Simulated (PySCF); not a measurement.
# EPR parameters of C4H6NO

Species: C4H6NO (doublet state).
Structure used (GFN2-xTB), in Å, numbered top down from 1:
```xyz
12
C4H6NO angstrom
O      2.247   -0.855    0.642
C      1.155   -0.445    0.329
C      0.736    1.008    0.129
C     -0.687    0.917   -0.241
C     -1.128   -0.496   -0.269
N      0.068   -1.211    0.091
H      1.363    1.476   -0.640
H      0.917    1.578    1.049
H     -1.325    1.748   -0.461
H     -1.946   -0.700    0.444
H     -1.497   -0.807   -1.262
H      0.097   -2.215    0.162
```

The hyperfine couplings belong to this conformer and change with its torsions.

Identity: `O=C1C[CH]CN1` [radical].

Method: PySCF, UKS B3LYP, pcH-1 on C H N O, non-relativistic, mean-field spin-orbit, GIAO. Isolated species at its GFN2-xTB geometry, gas phase. Couplings are sensitive to structure, and on GFN2-xTB geometries they can be far from those on DFT ones. The SCF solution wasn't tested for stability.

```
g1, g2, g3                      : 2.00219, 2.00275, 2.00296
g_iso                           : 2.00263
Form of g                       : rhombic: the two nearest values differ by 27 % of g3 − g1
⟨S²⟩                            : 0.7540 (exact 0.7500)
α and β electrons               : 23, 22
HOMO–LUMO gap, α and β orbitals : 6.45, 5.09 eV
Total energy                    : -285.98983 Eh
```

Hyperfine couplings atom by atom, in MHz; T1 to T3 are the principal values of the dipolar part; ρ(0) is the spin density at the nucleus:

| atom | isotope | a_iso | T1 | T2 | T3 | Mulliken spin population | ρ(0) (bohr⁻³) |
| --- | --- | --- | --- | --- | --- | --- | --- |
| O1 | 17O | 0.3 | -0.5 | 0.0 | 0.5 | 0.00 | -0.0005 |
| C2 | 13C | 0.5 | -1.0 | -0.9 | 1.9 | 0.00 | 0.0004 |
| C3 | 13C | -35.9 | -2.6 | 0.8 | 1.7 | -0.09 | -0.0319 |
| C4 | 13C | 88.5 | -82.1 | -81.8 | 163.8 | 1.02 | 0.0788 |
| C5 | 13C | -36.4 | -1.9 | 0.0 | 1.9 | -0.08 | -0.0324 |
| N6 | 14N | 0.0 | -0.5 | -0.2 | 0.7 | 0.00 | 0.0000 |
| H7 | 1H | 126.9 | -5.1 | -3.7 | 8.8 | 0.05 | 0.0284 |
| H8 | 1H | 127.5 | -5.1 | -3.7 | 8.8 | 0.05 | 0.0285 |
| H9 | 1H | -64.8 | -39.0 | -0.3 | 39.3 | -0.04 | -0.0145 |
| H10 | 1H | 112.5 | -5.0 | -3.8 | 8.8 | 0.05 | 0.0252 |
| H11 | 1H | 112.4 | -5.0 | -3.8 | 8.8 | 0.05 | 0.0251 |
| H12 | 1H | -1.8 | -1.7 | -1.7 | 3.4 | 0.00 | -0.0004 |

The largest Mulliken spin populations are on C4 (+1.02), C3 (-0.09) and C5 (-0.08). No atom but C4 exceeds +0.15. The angles at C4 add up to 360.0°, so it is planar; its axial dipolar tensor and the negative coupling of its proton fit spin in a p orbital normal to that plane.

Axes: g3 points within 7° of the C4–H9 bond.

Under fast tumbling the dipolar parts average out, and these isotropic splittings remain: 2 × 1H (H7/H8, I = 1/2, 3 lines) with 4.54 mT, 2 × 1H (H10/H11, I = 1/2, 3 lines) with 4.01 mT, 1 × 1H (H9, I = 1/2, 2 lines) with 2.31 mT and 1 × 1H (H12, I = 1/2, 2 lines) with 0.06 mT.

Nuclei that the bonding pattern makes equivalent are averaged, as if the motion that swaps them (rotation, inversion, ring flip) were fast.

The 13C coupling of C4 (88.5 MHz) shows only in satellite lines or after enrichment, since that isotope makes up about 1.07 % of natural carbon.

The run took 38 s of wall time (grids of density and orbitals included) on Arm Neoverse V1, one thread, no GPU, on a shared host, and the process peaked at 0.83 GiB of memory.
